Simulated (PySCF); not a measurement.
Series: binary hydrides. Isolated molecules, 0 K electronic values unless said otherwise. Strings in code marks are SMILES. In the def2 sets, heavy atoms carry core potentials. All members: neutral, multiplicity 1. Level: TPSSh-D3(BJ)/def2-TZVP // PBE0-D3(BJ)/def2-TZVP (PySCF), beside PBE-D3(BJ)/def2-TZVP // PBE0-D3(BJ)/def2-TZVP (PySCF) at the same geometries. 

```tsv
species	HOMO–LUMO gap, PBE (eV)	HOMO–LUMO gap, TPSSh-D3(BJ) (eV)
`I`	5.08	6.13
`B`	5.42	withheld
`S`	5.76	6.94
`[BeH2]`	5.88	7.22
`[SnH4]`	7.64	8.91
`[GeH4]`	8.53	9.86
```

Q: Fit y = a + b·x, y being the HOMO–LUMO gap at the first level, to the 5 complete rows by least squares, with x = the PBE value in eV. Give a, b and the rms residual, and predict the withheld value.

A: Means of the 5 rows: x̄ = 6.578, ȳ = 7.812 eV. Σ(x − x̄)² = 8.3385 and Σ(x − x̄)(y − ȳ) = 8.8099, so b = 1.057 and a = ȳ − b·x̄ = 0.859 eV. The rms residual is 0.080 eV. At x = 5.42 the line gives 6.59 eV. The run for `B` gave 6.96 eV, so the line is off by 0.37 eV, more than twice the rms residual.

Codes: PySCF.
